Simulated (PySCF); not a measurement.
## Working out the ionisation energy of O

O [He] 2s2 2p4 (3P) → O⁺ [He] 2s2 2p3 (4S). Computed with PySCF 2.14 in aug-cc-pwCVDZ (5s4p2d, 27 functions), with the non-relativistic Hamiltonian (point nucleus). Frozen: nothing. Energies in hartree (1 hartree = 27.21139 eV):

```csv
part,O (lower),O⁺ (upper)
UHF,-74.796697,-74.353906
MP2 opposite-spin,-0.112108,-0.081060
MP2 same-spin,-0.033912,-0.025777
```

What does Hartree-Fock give?

(-74.353906) − (-74.796697) = 0.442791 hartree = 12.049 eV.

What do MP2 and SCS-MP2 (6/5 opposite-spin, 1/3 same-spin) give?

The opposite-spin parts differ by 0.845 eV and the same-spin parts by 0.221 eV. MP2: 12.049 + (0.845) + (0.221) = 13.115 eV. SCS-MP2: 12.049 + 1.2 × (0.845) + (0.221)/3 = 13.137 eV.

Measured between the centres of the two terms (NIST): 13.608 eV, so MP2 (valence and next inner shell) is off by -0.493 eV.

A double-zeta basis recovers only part of the correlation energy.

What remains against the reference includes basis incompleteness and correlation beyond second order.
